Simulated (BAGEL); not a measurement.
**BH3S2 (SMILES SBS) at B3LYP/aug-cc-pVDZ (density fitting with qzvpp-jkfit)**

Aim: the energy change on altering one bond length of BH3S2 at B3LYP/aug-cc-pVDZ (density fitting with qzvpp-jkfit), from 2 runs. 

The results are computed with BAGEL 1.2.2.

1 further run of the same task is left out (set aside as unsound or not needed). Runs told in other sessions of the task aren't counted.

## Step 1: The structure to begin with

BH3S2 has 6 atoms, charge 0, and is taken as a singlet. SMILES: `SBS`. Geometry: relaxed at PBE0-D4/def2-TZVP. This is one conformer, not always the lowest.

Bond lengths: S1–B2 1.783 Å, B2–S3 1.787 Å, S1–H4 1.346 Å, B2–H5 1.190 Å, S3–H6 1.342 Å. Angles: S1–B2–S3 122.5°, S1–B2–H5 116.2°, S3–B2–H5 121.4°, B2–S1–H4 98.9°, B2–S3–H6 97.3°.

## Step 2: The energy at B3LYP/aug-cc-pVDZ (density fitting with qzvpp-jkfit)

Input file input.json:

```json
{ "bagel": [

{
  "title": "molecule",
  "basis": "aug-cc-pvdz.json",
  "df_basis": "qzvpp-jkfit",
  "angstrom": true,
  "geometry": [
    { "atom": "S", "xyz": [      -0.819900,      -0.605200,      -1.516500 ] },
    { "atom": "B", "xyz": [       0.091400,      -0.453600,       0.008900 ] },
    { "atom": "S", "xyz": [       0.333100,       1.114800,       0.829800 ] },
    { "atom": "H", "xyz": [      -1.145600,       0.688100,      -1.694600 ] },
    { "atom": "H", "xyz": [       0.535500,      -1.462200,       0.457500 ] },
    { "atom": "H", "xyz": [       1.047600,       0.654100,       1.868800 ] }
  ]
},

{ "title": "ks", "xc_func": "b3lyp" },

{ "title": "print", "file": "orbitals.molden", "orbitals": true }

]}
```

The basis set aug-cc-pVDZ is read from a file made from the Basis Set Exchange's data (not shown).

Command:

```
BAGEL_NUM_THREADS=1 BAGEL input.json > input.out
```

The program printed:

```text
* using 1 threads per process

  ===============================================================
  ===============================================================

  *** Geometry ***

  { "atom" : "S", "xyz" : [     -1.549386,     -1.143662,     -2.865770 ] },
  { "atom" : "B", "xyz" : [      0.172721,     -0.857180,      0.016819 ] },
  { "atom" : "S", "xyz" : [      0.629468,      2.106667,      1.568095 ] },
  { "atom" : "H", "xyz" : [     -2.164870,      1.300321,     -3.202330 ] },
  { "atom" : "H", "xyz" : [      1.011948,     -2.763158,      0.864550 ] },
  { "atom" : "H", "xyz" : [      1.979677,      1.236070,      3.531520 ] },

  Number of auxiliary basis functions:      385

  Since a DF basis is specified, we compute 2- and 3-index integrals:
    o Being stored without compression. Storage requirement is 0.033 GB

  Number of basis functions:      104
  Number of electrons      :       40

    * METHOD: MOLECULE                             0.13

  *** Kohn-Sham DFT ***

    * Removing 9870 points whose weight is below 1.00e-10
    * Grid points: 79566

  === Nuclear Repulsion ===
   119.7687152675

       - DIIS with orbital gradients will be used.

  === KS iteration (b3lyp / aug-cc-pvdz.json) ===
      0       -808.34425337          0.05186851           0.28
      1       -804.40299104          0.14477635           0.25
      2       -815.22844603          0.06692307           0.24
      3       -820.52609020          0.06647678           0.25
      4       -822.67152636          0.03101324           0.25
      5       -822.80455009          0.02501090           0.25
      6       -823.07102111          0.01175455           0.24
      7       -823.12089512          0.00496849           0.24
      8       -823.13726458          0.00147661           0.24
      9       -823.13843119          0.00036279           0.24
     10       -823.13850112          0.00007101           0.24
     11       -823.13850424          0.00002271           0.24
     12       -823.13850438          0.00000938           0.24
     13       -823.13850444          0.00000175           0.25
     14       -823.13850444          0.00000113           0.25
     15       -823.13850444          0.00000012           0.25
     16       -823.13850444          0.00000008           0.26
     17       -823.13850444          0.00000002           0.24
     18       -823.13850444          0.00000001           0.26
    * SCF iteration converged.

    * Permanent dipole moment:
           (   -0.122093,    -0.134524,    -0.235695) a.u.

    * METHOD: KS                                   5.16

    * METHOD: PRINT                                0.02

  ===============================================================
```

Run time: 5.7 s. Hardware: 1 thread of AMD EPYC 9R45 (Zen 5), shared host; peak memory 0.39 GiB.

## Step 3: The distorted shape

Input file input.json:

```json
{ "bagel" : [

{
  "title" : "molecule",
  "basis" : "aug-cc-pvdz.json",
  "df_basis" : "qzvpp-jkfit",
  "angstrom" : true,
  "geometry" : [
    { "atom" : "S", "xyz" : [      -1.677313,      -0.052351,      -2.763319 ] },
    { "atom" : "B", "xyz" : [      -0.766013,       0.099249,      -1.237919 ] },
    { "atom" : "S", "xyz" : [      -0.524313,       1.667649,      -0.417019 ] },
    { "atom" : "H", "xyz" : [      -2.003013,       1.240949,      -2.941419 ] },
    { "atom" : "H", "xyz" : [      -0.321913,      -0.909351,      -0.789319 ] },
    { "atom" : "H", "xyz" : [       1.047600,       0.654100,       1.868800 ] }
  ]
},

{
  "title" : "ks",
  "xc_func" : "b3lyp"
},

{
  "title" : "print",
  "file" : "orbitals.molden",
  "orbitals" : true
}

]}
```

The basis set aug-cc-pVDZ is read from a file made from the Basis Set Exchange's data (not shown).

Command:

```
BAGEL_NUM_THREADS=1 BAGEL input.json > input.out
```

The program printed:

```text
* using 1 threads per process

  ===============================================================
  ===============================================================

  *** Geometry ***

  { "atom" : "S", "xyz" : [     -3.169662,     -0.098929,     -5.221916 ] },
  { "atom" : "B", "xyz" : [     -1.447555,      0.187553,     -2.339328 ] },
  { "atom" : "S", "xyz" : [     -0.990808,      3.151400,     -0.788052 ] },
  { "atom" : "H", "xyz" : [     -3.785146,      2.345054,     -5.558476 ] },
  { "atom" : "H", "xyz" : [     -0.608327,     -1.718424,     -1.491597 ] },
  { "atom" : "H", "xyz" : [      1.979677,      1.236070,      3.531520 ] },

  Number of auxiliary basis functions:      385

  Since a DF basis is specified, we compute 2- and 3-index integrals:
    o Being stored without compression. Storage requirement is 0.033 GB

  Number of basis functions:      104
  Number of electrons      :       40

    * METHOD: MOLECULE                             0.13

  *** Kohn-Sham DFT ***

    * Removing 8973 points whose weight is below 1.00e-10
    * Grid points: 80463

  === Nuclear Repulsion ===
   115.3360844542

       - DIIS with orbital gradients will be used.

  === KS iteration (b3lyp / aug-cc-pvdz.json) ===
      0       -808.41995094          0.04976765           0.26
      1       -801.49671488          0.13263715           0.25
      2       -815.01491192          0.05938376           0.24
      3       -820.26334131          0.06524626           0.26
      4       -821.22791046          0.05070291           0.25
      5       -821.64531153          0.04600957           0.26
      6       -822.41144657          0.03153160           0.25
      7       -822.70377326          0.02138385           0.25
      8       -822.67691440          0.01522558           0.25
      9       -822.88693395          0.01046052           0.27
     10       -822.95440164          0.00566553           0.26
     11       -822.94377889          0.00621102           0.25
     12       -822.96924429          0.00264323           0.27
     13       -822.96725621          0.00286239           0.26
     14       -822.97397170          0.00049137           0.25
     15       -822.97409656          0.00021285           0.26
     16       -822.97413630          0.00001959           0.24
     17       -822.97413655          0.00000389           0.26
     18       -822.97413656          0.00000182           0.26
     19       -822.97413656          0.00000034           0.27
     20       -822.97413656          0.00000033           0.26
     21       -822.97413656          0.00000007           0.25
     22       -822.97413656          0.00000006           0.25
     23       -822.97413656          0.00000002           0.26
     24       -822.97413656          0.00000001           0.26
     25       -822.97413656          0.00000000           0.26
    * SCF iteration converged.

    * Permanent dipole moment:
           (    0.071830,    -0.024389,     0.110231) a.u.

    * METHOD: KS                                   7.12

    * METHOD: PRINT                                0.02

  ===============================================================
```

It took 7.5 s on 1 thread of AMD EPYC 9R45 (Zen 5), shared host; peak memory 0.39 GiB.

## Step 4: Outcome

Level: B3LYP/aug-cc-pVDZ (density fitting with qzvpp-jkfit).

```
                                                         quantity          value
                                        first shape: total energy  -823.13850 Eh
                                       first shape: dipole moment         0.76 D
                                         first shape: HOMO energy       -7.36 eV
                                         first shape: LUMO energy       -1.14 eV
                                       first shape: HOMO–LUMO gap        6.22 eV
                                    distorted shape: total energy  -822.97414 Eh
                                   distorted shape: dipole moment         0.34 D
                                     distorted shape: HOMO energy       -7.46 eV
                                     distorted shape: LUMO energy       -5.60 eV
                                   distorted shape: HOMO–LUMO gap        1.86 eV
energy change with the S3–H6 bond stretched from 1.342 to 2.953 Å       4.473 eV
```

In words: One bond (distorted shape) is far stretched, which a spin-restricted single reference describes badly; a broken-symmetry solution may lie lower. With the S3–H6 bond stretched from 1.342 to 2.953 Å the energy rises by 4.47 eV (103 kcal/mol). The first shape isn't relaxed at this level, so the change isn't measured from a minimum. A restricted reference can't describe the breaking bond well at this length.
